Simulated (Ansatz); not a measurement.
Geometry optimisation, RKS B3LYP-D4/6-31G* in Ansatz.

input.yaml

```yaml
crystal:
  periodic: [false, false, false]
  atoms:
    - { symbol: B, position_ang: [0.016217, 0.089307, 0.155274] }
    - { symbol: Cl, position_ang: [-0.016225, 0.843055, 1.816426] }
    - { symbol: H, position_ang: [1.071212, 0.002473, -0.378359] }
    - { symbol: H, position_ang: [-1.02598, -0.142755, -0.355954] }
    - { symbol: P, position_ang: [0.190957, -2.920974, 0.95338] }
    - { symbol: H, position_ang: [-0.590311, -2.584035, -0.183437] }
    - { symbol: H, position_ang: [1.3941, -2.394894, 0.411408] }
    - { symbol: H, position_ang: [-0.124771, -1.728477, 1.657663] }
basis:
  gaussian: { orbitals: "6-31G*" }
hamiltonian:
  xc: b3lyp
  dispersion: d4
relax:
  f_tol: 0.03
  max_steps: 50
```

Launched with:

```bash
$ ansatz run input.yaml --threads 1 --pin off --max-ram 2048MiB --backend cpu --events-out ev --progress --plain --runs-dir out
```

Where does it end, and by what steps?

The forces met the threshold. The force dipped under the threshold on the way, but the program's further checks kept it going. After 15 steps the energy has fallen by 0.145 eV; H8 moved furthest, 0.63 Å.

```json
{"step": "0", "energy less start (eV)": "0.0000", "largest force component (eV/Å)": "0.983", "accepted": "yes"}
{"step": "1", "energy less start (eV)": "-0.1031", "largest force component (eV/Å)": "0.788", "accepted": "yes"}
{"step": "2", "energy less start (eV)": "-0.1290", "largest force component (eV/Å)": "0.488", "accepted": "yes"}
{"step": "3", "energy less start (eV)": "-0.1364", "largest force component (eV/Å)": "0.262", "accepted": "yes"}
{"step": "4", "energy less start (eV)": "-0.1382", "largest force component (eV/Å)": "0.237", "accepted": "yes"}
{"step": "5", "energy less start (eV)": "-0.1413", "largest force component (eV/Å)": "0.061", "accepted": "yes"}
{"step": "6", "energy less start (eV)": "-0.1428", "largest force component (eV/Å)": "0.011", "accepted": "yes"}
{"step": "7", "energy less start (eV)": "-0.1429", "largest force component (eV/Å)": "0.143", "accepted": "yes"}
{"step": "8", "energy less start (eV)": "-0.1435", "largest force component (eV/Å)": "0.066", "accepted": "yes"}
{"step": "9", "energy less start (eV)": "-0.1440", "largest force component (eV/Å)": "0.005", "accepted": "yes"}
{"step": "10", "energy less start (eV)": "-0.1438", "largest force component (eV/Å)": "0.133", "accepted": "no"}
{"step": "11", "energy less start (eV)": "-0.1436", "largest force component (eV/Å)": "0.107", "accepted": "no"}
{"step": "12", "energy less start (eV)": "-0.1443", "largest force component (eV/Å)": "0.011", "accepted": "yes"}
{"step": "13", "energy less start (eV)": "-0.1444", "largest force component (eV/Å)": "0.119", "accepted": "yes"}
{"step": "14", "energy less start (eV)": "-0.1448", "largest force component (eV/Å)": "0.038", "accepted": "yes"}
{"step": "15", "energy less start (eV)": "-0.1449", "largest force component (eV/Å)": "0.004", "accepted": "yes"}
```

```xyz
8
Properties=species:S:1:pos:R:3
B 0.032 0.333 0.087
Cl 0.094 1.041 1.691
H 1.054 0.207 -0.509
H -1.031 0.039 -0.354
P 0.277 -3.176 0.888
H -0.577 -2.695 -0.145
H 1.335 -2.285 0.552
H -0.269 -2.300 1.868
```

Whether the end is a true minimum wasn't checked by a vibrational analysis.

Time of the run: 39 s on 1 thread of Arm Neoverse V2, on a shared host, peak memory 0.13 GiB.
